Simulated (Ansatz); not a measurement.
# CH5Al (triplet): from Hartree-Fock to the top rungs at distance Al1–H4 along a hydrogen transfer = 2.137 Å, cc-pVDZ

How much of the correlation energy of CH5Al (triplet) does each wave-function method recover here?

Method: cc-pVDZ, core rule «outside noble gas», up to 6 orbitals frozen; program: Ansatz 0.2.0, Gaussian basis.

To be run: UHF; CCSD(T) on ROHF; CCSD(T) on UHF; BCCD(T) on ROHF; CISD; CCSDT(Q) on ROHF; CCSDT(Q) on UHF; CASSCF and NEVPT2, 4 electrons in 4 orbitals.

10 further runs of the same task are left out: 1 for a mislabelled method, 7 that didn't finish, 2 set aside as unsound or not needed.

## Step 1: What is computed

The geometry derives from fragments relaxed apart (PBE0/def2-TZVP) and kept rigid, so it is no stationary point. A hydrogen atom is moved between rigid fragments.

7 atoms, charge 0, spin multiplicity 3.

Atoms are counted from 1 here; the program's logs count them from 0.

Bond lengths: Al1–H2 1.586 Å, Al1–H3 1.586 Å, H4–C5 1.310 Å, C5–H6 1.079 Å, C5–H7 1.079 Å. Angles: H2–Al1–H3 120.0°, H4–C5–H6 112.6°, H4–C5–H7 112.6°, H6–C5–H7 134.8°.

## Step 2: UHF

in.yaml reads:

```yaml
crystal:
  periodic: [false, false, false]
  atoms:
    - {symbol: Al, position_ang: [-1.129650, 0.000000, 0.000000]}
    - {symbol: H, position_ang: [-1.922573, 1.373384, 0.000000]}
    - {symbol: H, position_ang: [-1.922573, -1.373384, 0.000000]}
    - {symbol: H, position_ang: [1.007350, 0.000000, 0.000000]}
    - {symbol: C, position_ang: [2.317350, 0.000000, 0.000000]}
    - {symbol: H, position_ang: [2.731818, 0.000000, 0.996161]}
    - {symbol: H, position_ang: [2.731818, 0.000000, -0.996161]}
basis:
  gaussian: {orbitals: cc-pVDZ}
magnetization: {spin_polarized: true, initial_magnetization: 2}
hamiltonian: {xc: hf}
output: {orbitals: {seedname: orbitals}}
```

The run is started by

```
ansatz run in.yaml --threads 1 --pin off --events-out ev --progress --plain --max-ram 2393MiB
```

The runs that follow: CCSD(T) on ROHF; CCSD(T) on UHF; BCCD(T) on ROHF; CISD; CCSDT(Q) on ROHF; CCSDT(Q) on UHF; CASSCF and NEVPT2, 4 electrons in 4 orbitals.

Before running them: what should the planned runs give, taken together? Wanted: UCCSDT(Q) below the RHF energy; RMP2 from UCCSDT(Q); UMP2 from UCCSDT(Q); RCCSD from UCCSDT(Q); RCCSD(T) from UCCSDT(Q); UCCSD(T) from UCCSDT(Q); RCCSDT(Q) from UCCSDT(Q); NEVPT2 pair from UCCSDT(Q); T1 diagnostic.

As calculated:

| quantity | value |
| --- | --- |
| UCCSDT(Q) below the RHF energy | -6.7603 eV |
| RMP2 from UCCSDT(Q) | +1337.0 meV |
| UMP2 from UCCSDT(Q) | +1360.0 meV |
| RCCSD from UCCSDT(Q) | +164.0 meV |
| RCCSD(T) from UCCSDT(Q) | +33.5 meV |
| UCCSD(T) from UCCSDT(Q) | +34.2 meV |
| RCCSDT(Q) from UCCSDT(Q) | +0.8 meV |
| NEVPT2 pair from UCCSDT(Q) | +1301.0 meV |
| levels within 1 kcal/mol (43 meV) | RCCSD(T), UCCSD(T), BCCD(T), RCCSDT, UCCSDT, RCCSDT(Q) |
| T1 diagnostic | 0.021 |

In words: RCCSD(T) lands +33.5 meV from the yardstick (0.5 % of the correlation energy). These misses are within one basis, not against nature; the frozen cores of restricted and unrestricted runs differ, which can shift their rows.
